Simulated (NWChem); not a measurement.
System: CS; SMILES [C-]#[S+]

NWChem printed, in part:

```
             Northwest Computational Chemistry Package (NWChem) 7.3.0
             --------------------------------------------------------

 ORDER OF PRIMARY AXIS IS BEING SET TO 4
 C4V symmetry detected

                             Geometry "geometry" -> ""
                             -------------------------

 Output coordinates in angstroms (scale by  1.889725989 to convert to a.u.)

  No.       Tag          Charge          X              Y              Z
 ---- ---------------- ---------- -------------- -------------- --------------
    1 C                    6.0000     0.00000000     0.00000000    -1.11221018
    2 S                   16.0000     0.00000000     0.00000000     0.41707882

 Effective nuclear repulsion energy (a.u.)      33.2187153010

      Symmetry information
      --------------------

 Group name             C4v
 Group number             18
 Group order               8
 No. of unique centers     2

                                 NWChem DFT Module
                                 -----------------

 Summary of "ao basis" -> "ao basis" (spherical)
 ------------------------------------------------------------------------------
       Tag                 Description            Shells   Functions and Types
 ---------------- ------------------------------  ------  ---------------------
 C                          def2-svp                 6       14   3s2p1d
 S                          def2-svp                 8       18   4s3p1d

      Symmetry analysis of basis
      --------------------------

        a1         14
        a2          0
        b1          2
        b2          2
        e          14

            General Information
            -------------------
          SCF calculation type: DFT
          Wavefunction type:  closed shell.
          No. of atoms     :     2
          No. of electrons :    22
           Alpha electrons :    11
            Beta electrons :    11
          Charge           :     0
          Spin multiplicity:     1
          Use of symmetry is: on ; symmetry adaption is: on
          Maximum number of iterations: 150
          AO basis - number of functions:    32
                     number of shells:    14
          Convergence on energy requested:  1.00D-06
          Convergence on density requested:  1.00D-05
          Convergence on gradient requested:  5.00D-04

              XC Information
              --------------
                          N12 Method XC Functional
                           N12 Exchange Functional  1.000
                         N12 Correlation Potential  1.000

             Grid Information
             ----------------
          Grid used for XC integration:  medium
          Radial quadrature: Mura-Knowles
          Angular quadrature: Lebedev.
          Tag              B.-S. Rad. Rad. Pts. Rad. Cut. Ang. Pts.
          ---              ---------- --------- --------- ---------
          C                   0.70       49           7.0       434
          S                   1.00       88           7.0       590
          Grid pruning is: on
          Number of quadrature shells:   137
          Spatial weights used:  Erf1

      Superposition of Atomic Density Guess
      -------------------------------------

 Sum of atomic energies:        -434.97212898

      Non-variational initial energy
      ------------------------------

 Total energy =    -435.307565
 1-e energy   =    -665.576875
 2-e energy   =     197.050595
 HOMO         =      -0.300104
 LUMO         =      -0.024469

      Symmetry analysis of molecular orbitals - initial
      -------------------------------------------------

 !! scf_movecs_sym_adapt:    4 vectors were symmetry contaminated

  Symmetry fudging

 !! scf_movecs_sym_adapt:    2 vectors were symmetry contaminated

  Numbering of irreducible representations:

     1 a1          2 a2          3 b1          4 b2          5 e

  Orbital symmetries:

     1 a1          2 a1          3 a1          4 a1          5 e
     6 e           7 a1          8 a1          9 e          10 e
    11 a1         12 e          13 e          14 a1         15 a1
    16 a1         17 a1         18 e          19 e          20 e
    21 e

     ---------------------------------------------
      Total Density - Mulliken Population Analysis
     ---------------------------------------------

    Atom       Charge   Shell Charges
 -----------   ------   -------------------------------------------------------
    1 C    6     5.95   1.99  1.15  0.69  1.31  0.77  0.03
    2 S   16    16.05   2.00  1.99  1.23  0.67  5.94  1.74  2.42  0.06

   convergence    iter        energy       DeltaE   RMS-Dens  Diis-err
 ---------------- ----- ----------------- --------- --------- ---------
 d= 0,ls=0.0,diis     1   -436.0189436251 -4.69D+02  2.26D-02  2.36D-01
 d= 0,ls=0.0,diis     2   -435.9723447220  4.66D-02  2.47D-02  4.95D-01
 d= 0,ls=0.0,diis     3   -436.0010722936 -2.87D-02  1.42D-02  2.81D-01
 d= 0,ls=0.0,diis     4   -436.0462020033 -4.51D-02  1.90D-03  5.22D-03
 d= 0,ls=0.0,diis     5   -436.0469720081 -7.70D-04  2.31D-04  1.10D-04
  Resetting Diis
 d= 0,ls=0.0,diis     6   -436.0469889947 -1.70D-05  5.86D-05  4.81D-06
 d= 0,ls=0.0,diis     7   -436.0469896795 -6.85D-07  2.60D-05  7.45D-08
 d= 0,ls=0.0,diis     8   -436.0469895249  1.55D-07  2.19D-05  1.05D-06
 d= 0,ls=0.0,diis     9   -436.0469896908 -1.66D-07  7.72D-07  2.94D-10

         Total DFT energy =     -436.046989690799
      One electron energy =     -666.582693893007
           Coulomb energy =      228.338497593897
    Exchange-Corr. energy =      -31.021508692703
 Nuclear repulsion energy =       33.218715301013

 Numeric. integr. density =       22.000000933892

                  Occupations of the irreducible representations
                  ----------------------------------------------

                     irrep           alpha         beta
                     --------     --------     --------
                     a1                7.0          7.0
                     a2                0.0          0.0
                     b1                0.0          0.0
                     b2                0.0          0.0
                     e                 4.0          4.0

                       DFT Final Molecular Orbital Analysis
                       ------------------------------------

 Vector    9  Occ=2.000000D+00  E=-3.196073D-01  Symmetry=e
              MO Center=  1.6D-16, -5.1D-16, -6.8D-02, r^2= 1.5D+00
   Bfn.  Coefficient  Atom+Function         Bfn.  Coefficient  Atom+Function
  ----- ------------  ---------------      ----- ------------  ---------------
    26      0.395968  2 S  py                23      0.356547  2 S  py
     5      0.276938  1 C  py                25     -0.249209  2 S  px
    22     -0.224399  2 S  px                20      0.193340  2 S  py
     4     -0.174296  1 C  px                 8      0.142159  1 C  py
    19     -0.121682  2 S  px                 7     -0.089470  1 C  px

 Vector   10  Occ=2.000000D+00  E=-3.196073D-01  Symmetry=e
              MO Center=  1.8D-16, -4.1D-17, -6.8D-02, r^2= 1.5D+00
   Bfn.  Coefficient  Atom+Function         Bfn.  Coefficient  Atom+Function
  ----- ------------  ---------------      ----- ------------  ---------------
    25      0.395968  2 S  px                22      0.356547  2 S  px
     4      0.276938  1 C  px                26      0.249209  2 S  py
    23      0.224399  2 S  py                19      0.193340  2 S  px
     5      0.174296  1 C  py                 7      0.142159  1 C  px
    20      0.121682  2 S  py                 8      0.089470  1 C  py

 Vector   11  Occ=2.000000D+00  E=-2.629119D-01  Symmetry=a1
              MO Center= -5.2D-16,  1.8D-16, -1.1D+00, r^2= 1.5D+00
   Bfn.  Coefficient  Atom+Function         Bfn.  Coefficient  Atom+Function
  ----- ------------  ---------------      ----- ------------  ---------------
     3      0.519734  1 C  s                  6     -0.472285  1 C  pz
     2      0.331073  1 C  s                 27      0.311296  2 S  pz
    24      0.278655  2 S  pz                 1     -0.156075  1 C  s
    21      0.148023  2 S  pz                 9     -0.147038  1 C  pz
    17     -0.083380  2 S  s                 16      0.032033  2 S  s

 Vector   12  Occ=0.000000D+00  E=-1.071131D-01  Symmetry=e
              MO Center= -1.4D-16, -1.0D-16, -5.2D-01, r^2= 1.9D+00
   Bfn.  Coefficient  Atom+Function         Bfn.  Coefficient  Atom+Function
  ----- ------------  ---------------      ----- ------------  ---------------
     5      0.499080  1 C  py                26     -0.475462  2 S  py
     8      0.455864  1 C  py                23     -0.267148  2 S  py
     4     -0.246298  1 C  px                25      0.234643  2 S  px
     7     -0.224971  1 C  px                20     -0.142362  2 S  py
    22      0.131839  2 S  px                29     -0.102306  2 S  d -1

 Vector   13  Occ=0.000000D+00  E=-1.071131D-01  Symmetry=e
              MO Center= -1.0D-16, -2.6D-16, -5.2D-01, r^2= 1.9D+00
   Bfn.  Coefficient  Atom+Function         Bfn.  Coefficient  Atom+Function
  ----- ------------  ---------------      ----- ------------  ---------------
     4      0.499080  1 C  px                25     -0.475462  2 S  px
     7      0.455864  1 C  px                22     -0.267148  2 S  px
     5      0.246298  1 C  py                26     -0.234643  2 S  py
     8      0.224971  1 C  py                19     -0.142362  2 S  px
    23     -0.131839  2 S  py                31      0.102306  2 S  d  1

[...]
```

Level: N12/def2-SVP. All runs use the structure optimised with PBE0-D3(BJ)/def2-TZVP.

Reconstruct the input file.

One answer among several that fit: the input that was run:
```
start job
memory heap 200 mb stack 900 mb global 1100 mb
geometry units angstroms noautoz
  C      0.000000     0.000000    -1.110357
  S      0.000000     0.000000     0.418932
end
basis spherical
  * library def2-svp
end
dft
  xc n12
  iterations 150
  mulliken
end
task dft energy
```
